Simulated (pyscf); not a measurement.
A first-order saddle from PySCF, ωB97X-D3(BJ)/def2-SVP:

```
C
C 1 1.3577
H 1 1.0925 2 120.39
H 1 1.0927 3 117.50 2 166.88
H 2 1.0959 1 120.00 3 -7.65
C 2 1.4310 5 116.70 1 177.01
C 6 1.2132 5 152.75 2 179.08
H 7 1.0758 5 162.52 2 -179.88
C 1 2.4384 3 88.93 4 85.19
H 9 1.0924 1 96.64 3 177.68
H 9 1.0925 10 117.78 4 126.62
H 9 1.0935 10 118.18 11 152.14
```
Charge 0, spin multiplicity 2.

Surface: doublet, charge 0. Lowest wavenumbers (cm⁻¹): 359i, 76, 87, 210, 230.

Question: Which two sides does it connect, and which bonds change?

Answer: HC≡C–CH=CH₂ (SMILES C#CC=C) + CH₃• (SMILES [CH3]) ⇌ •HC=C=CH–CH₂–CH₃ (SMILES [CH]=C=CCC), an addition read from left to right: none broken and C–C formed. At ωB97M-D3(BJ)/def2-TZVP it lies +0.12 eV from the left side and +1.78 eV from the right (each side as separated species at their lowest minima found). •HC=C=CH–CH₂–CH₃ lies 0.60 eV over its isomer •H₂C–C(=CH₂)–CH=CH₂, and others may lie lower still (electronic energy, ωB97M-D3(BJ)). This is the saddle that the search found; another between the same sides may lie lower.
